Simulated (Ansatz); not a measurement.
This script for a rigid torsion scan of C₂H₄N₂O, SMILES NC1(O)C=N1 with Ansatz 0.2.0 through its Python package holds a mistake.

`run_torsion.py`:
```python
# -*- coding: utf-8 -*-
import ansatz as az
from ase import Atoms

BASIS = "6-31G*"
CUTOFF = 500
XC = "pbe0"
FORCE_TOL = 0.02
METHOD = "mp2"

atoms = Atoms(["N", "C", "O", "C", "N", "H", "H", "H", "H"], positions=[
    (-0.0441, -0.151, -1.3509),
    (0.1076, -0.1802, 0.0471),
    (1.3987, -0.069, 0.5102),
    (-0.882, -0.4956, 0.9146),
    (-0.8282, 0.7199, 0.7632),
    (0.8146, 0.033, -1.8076),
    (-0.5783, 0.7572, -1.5459),
    (1.5151, 0.7299, 1.0929),
    (-1.4149, -1.3905, 1.3593),
])

first = (
    az.Crystal.molecule_from_ase(atoms).calculation()
    .basis(gaussian=BASIS)
    .basis(CUTOFF)
    .functional(XC)
    .relax(force_tolerance=FORCE_TOL, max_steps=30)
)
atoms.positions = first.run().report["positions_ang"]

start = atoms.get_dihedral(2, 1, 0, 5)
energies = {}
for turn in range(0, 360, 30):
    turned = atoms.copy()
    turned.set_dihedral(2, 1, 0, 5, start + turn, indices=[0, 5, 6])
    job = (
        az.Crystal.molecule_from_ase(turned).calculation()
        .basis(gaussian=BASIS)
        .correlation(METHOD)
        .basis(CUTOFF)
    )
    energies[round((start + turn) % 360)] = job.run().report["free_energy_ev"]
floor = min(energies.values())
print("dihedral O2-C1-N0-H5 (deg)   E - E(min) (kJ/mol)")
for angle, e in sorted(energies.items()):
    print(f"{angle:8d} {96.485332 * (e - floor):14.3f}  " + "#" * int(30 * (e - floor) / max(max(energies.values()) - floor, 1e-9)))
```

```console
$ python run_torsion.py
Traceback (most recent call last):
  File "run_torsion.py", line 30, in <module>
    atoms.positions = first.run().report["positions_ang"]
                      ~~~~~~~~~^^
  ...
ansatz.RefusalError: invalid value for `basis.gaussian`: such a run doesn't read basis.ecutwfc; remove what it names
```
(Library frames cut from the traceback.)

Why does it end like this?

The fault: a plane-wave cutoff beside a Gaussian basis. The change:

```diff
--- before
+++ after
@@ -5,3 +5,2 @@
 BASIS = "6-31G*"
-CUTOFF = 500
 XC = "pbe0"
@@ -25,5 +24,4 @@
     .basis(gaussian=BASIS)
-    .basis(CUTOFF)
     .functional(XC)
-    .relax(force_tolerance=FORCE_TOL, max_steps=30)
+    .relax(force_tolerance=FORCE_TOL, max_steps=80)
 )
@@ -40,3 +38,2 @@
         .correlation(METHOD)
-        .basis(CUTOFF)
     )
```

After the fix:

```console
$ python run_torsion.py
dihedral O2-C1-N0-H5 (deg)   E - E(min) (kJ/mol)
      11         11.355  ##############
      41          8.691  ###########
      71          4.783  ######
     101          6.465  ########
     131         10.763  #############
     161         14.253  ##################
     191         19.569  #########################
     221         23.312  ##############################
     251         17.721  ######################
     281          5.877  #######
     311          0.000
     341          5.507  #######
```

What to keep in mind:
- The scan is rigid and the energies are electronic, in a modest basis. With rigid groups the curve can differ much from the relaxed path, the start wasn't checked as a minimum of this torsion, and equivalent turns needn't return to the same energy.
- The start is relaxed with a density functional and scanned with the wavefunction method, so it isn't exactly that method's minimum.
- Wall time of the script: 64 s on 1 thread of Arm Neoverse V1, on a shared host, peak memory 0.23 GiB.

(A comment or docstring line of the script was reworded after the run, the code is as it ran; lines on the test bed's own set-up are left out of the output.)
